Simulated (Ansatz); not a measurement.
CN, harmonic frequencies at the relaxed geometry

Computed with the Ansatz DFT code, driven from Python.

The cells in order, each with its output:

**Cell 1**
```python
import warnings

import ansatz as az
from ase import Atoms
import numpy as np
```

**Cell 2**
```python
warnings.simplefilter("ignore", az.DeckWarning)
```

**Cell 3**
```python
atoms = Atoms(["C", "N"], positions=[
    (0.4852, -0.157, 0.2499),
    (-0.4852, 0.157, -0.2499),
])
geometry = az.Crystal.molecule_from_ase(atoms)
```

**Cell 4**
```python
job = geometry.calculation()
job = job.basis(gaussian="cc-pVDZ")
job = job.functional("b3lyp")
job = job.spin("collinear", total=1)
symbols = [site.symbol for site in geometry.cartesian_sites]
start = np.array([site.position_ang for site in geometry.cartesian_sites], dtype=float)
data = job.relax(force_tolerance=0.003).run().report
end = np.array(data["positions_ang"])

print("final positions (A) and the move of each atom")
for symbol, xyz, old in zip(symbols, end, start):
    print(f"{symbol:2s} {xyz[0]:10.5f} {xyz[1]:10.5f} {xyz[2]:10.5f}   {np.linalg.norm(xyz - old):7.4f}")
```
Output:
```text
final positions (A) and the move of each atom
C     0.50202   -0.16244    0.25856    0.0197
N    -0.50202    0.16244   -0.25856    0.0197
```

**Cell 5**
```python
minimum = az.Crystal.molecule()
for symbol, place in zip(symbols, end):
    minimum = minimum.atom(symbol, place.tolist())
vibrating = (
    minimum.calculation()
    .basis(gaussian="cc-pVDZ")
    .functional("b3lyp")
    .spin("collinear", total=1)
    .phonons(temperatures=(100, 500, 100))
)
vib = vibrating.run().report["vibrations"]
sums = vib["harmonic_sums"]
modes = [m["omega_inv_cm"] for m in sums["modes_at_gamma"] if m["rigid_motion"] == "no"]
print("frequencies (1/cm):", " ".join(f"{w:.0f}" for w in modes))
print("imaginary modes:", sum(w < 0 for w in modes), " zero-point energy:", round(sums["zero_point_energy_ev"], 4), "eV")
print("T (K)   F_vib (eV)   S_vib (meV/K)   C_vib (meV/K)")
for row in zip(sums["temperatures_k"], sums["vibrational_free_energy_ev"], vib["entropy_ev_per_k"], vib["heat_capacity_ev_per_k"]):
    print(f"{row[0]:6.1f} {row[1]:11.4f} {1000 * row[2]:13.4f} {1000 * row[3]:15.4f}")
```
Output:
```text
frequencies (1/cm): 2147
imaginary modes: 0  zero-point energy: 0.1331 eV
T (K)   F_vib (eV)   S_vib (meV/K)   C_vib (meV/K)
 100.0      0.1331        0.0000          0.0000
 200.0      0.1331        0.0000          0.0000
 300.0      0.1331        0.0000          0.0003
 400.0      0.1331        0.0003          0.0023
 500.0      0.1330        0.0013          0.0069
```

Reading the output:
- The frequencies are harmonic and unscaled, in a modest basis. The result belongs to the one conformer reached from this start, and soft torsions count as harmonic oscillators.
- The species is open-shell (spin multiplicity 2).
- b3lyp holds the VWN-RPA fit, as in Gaussian; the form of ORCA and Turbomole is b3lyp5.
- The spin state was assumed, and another may lie lower.
- The whole script took 7.5 s on 1 thread of Arm Neoverse V1, on a shared host, peak memory 0.16 GiB.

(Lines on the test bed's own set-up are left out of the output.)
